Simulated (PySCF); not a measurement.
## Atomic charges by several schemes

Compound: (E)-2-butenenitrile, C4H5N.
Structure used (PBE0-D3(BJ)/def2-SVP), in Å, numbered top down from 1:
```xyz
10
C4H5N angstrom
C     -1.303    0.101    0.801
C     -0.149   -0.403    0.012
C      0.866    0.359   -0.426
C      1.955   -0.167   -1.182
N      2.847   -0.583   -1.797
H     -2.250   -0.093    0.271
H     -1.228    1.179    1.000
H     -1.375   -0.429    1.766
H     -0.134   -1.473   -0.225
H      0.896    1.433   -0.215
```

Density: PBE0/pcSseg-1 (PySCF); schemes: Mulliken, IAO, Hirshfeld and ESP-fitted. Geometry: PBE0-D3(BJ)/def2-SVP; no solvent, vibrations or thermal averaging.

Q: Tabulate the Mulliken, IAO, Hirshfeld and ESP-fitted charges.

A: In e:

```tsv
atom	environment	Mulliken	IAO	Hirshfeld	ESP-fitted
C1	allylic carbon	-0.236	-0.419	-0.103	-0.393
C2	alkene CH carbon	-0.171	-0.070	+0.005	+0.139
C3	alkene CH carbon	-0.150	-0.209	-0.041	-0.508
C4	nitrile carbon	+0.105	+0.135	+0.070	+0.464
N5	nitrile nitrogen	-0.254	-0.245	-0.225	-0.473
H6	methyl hydrogen	+0.146	+0.163	+0.058	+0.135
H7	methyl hydrogen	+0.127	+0.150	+0.053	+0.133
H8	methyl hydrogen	+0.145	+0.162	+0.058	+0.135
H9	vinylic hydrogen	+0.136	+0.161	+0.061	+0.113
H10	vinylic hydrogen	+0.152	+0.172	+0.065	+0.256
```

Mean size of the charges over all atoms: ESP-fitted 0.275 e, IAO 0.189 e, Mulliken 0.162 e, Hirshfeld 0.074 e. Each set sums to the total charge, 0, to within 0.001 e. The Mulliken scheme counts on each atom the diagonal of the density matrix times the overlap matrix over that atom's basis functions.

Lowest charge. The schemes don't all agree: Mulliken N5 (-0.254); IAO C1 (-0.419); Hirshfeld N5 (-0.225); ESP-fitted C3 (-0.508).

Highest charge. The schemes don't all agree: Mulliken H10 (+0.152); IAO H10 (+0.172); Hirshfeld C4 (+0.070); ESP-fitted C4 (+0.464).

Q: How closely do the schemes follow one another over all atoms?

A: Correlation coefficient and root-mean-square difference: Mulliken with IAO 0.95, 0.071 e; Mulliken with Hirshfeld 0.87, 0.098 e; IAO with ESP-fitted 0.86, 0.175 e; IAO with Hirshfeld 0.85, 0.138 e; Hirshfeld with ESP-fitted 0.85, 0.244 e; Mulliken with ESP-fitted 0.80, 0.209 e.

Q: Sum the charges by element, for elements with more than one atom.

A: 
```
element  atoms  Mulliken     IAO  Hirshfeld  ESP-fitted
      C      4    -0.452  -0.563     -0.069      -0.298
      H      5    +0.706  +0.808     +0.293      +0.771
```

Q: How many electrons does the ESP-fitted scheme count on N5?

A: Z − q = 7 − (-0.473) = 7.473.
